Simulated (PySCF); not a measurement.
Scan of CF₄, singlet: flattening of a tetrahedron along the D2d path, bond length relaxed. Scanned: the two opposite F-C-F angles (109.47 = tetrahedral, 180 = square planar). Other coordinates (C-F bond length) were minimised at PBE0/def2-TZVP.

Levels of theory: PBE/def2-TZVP, density fitting (PySCF); CAM-B3LYP/def2-TZVP, density fitting (PySCF); M06-2X/def2-TZVP, density fitting (PySCF).

Energies relative to the lowest point of each profile, in eV; the last columns give the difference from M06-2X:

```tsv
a / °	PBE	CAM-B3LYP	M06-2X	PBE − M06-2X	CAM-B3LYP − M06-2X
90	1.565	1.693	1.729	-0.164	-0.036
95	0.810	0.877	0.894	-0.084	-0.018
100	0.326	0.352	0.359	-0.033	-0.007
105	0.069	0.074	0.075	-0.006	-0.001
109.47	0.000	0.000	0.000	0.000	0.000
115	0.093	0.100	0.103	-0.010	-0.003
120	0.314	0.341	0.350	-0.036	-0.008
130	1.049	1.147	1.176	-0.127	-0.029
140	2.023	2.227	2.292	-0.269	-0.065
150	3.063	3.399	3.514	-0.451	-0.115
160	3.993	4.470	4.647	-0.654	-0.176
170	4.644	5.240	5.473	-0.829	-0.233
180	4.879	5.523	5.780	-0.901	-0.258
```

PBE is furthest from M06-2X at 180 (-0.901 eV, below); its mean absolute difference over the points is 0.274 eV.

CAM-B3LYP is furthest from M06-2X at 180 (-0.258 eV, below); its mean absolute difference over the points is 0.073 eV.
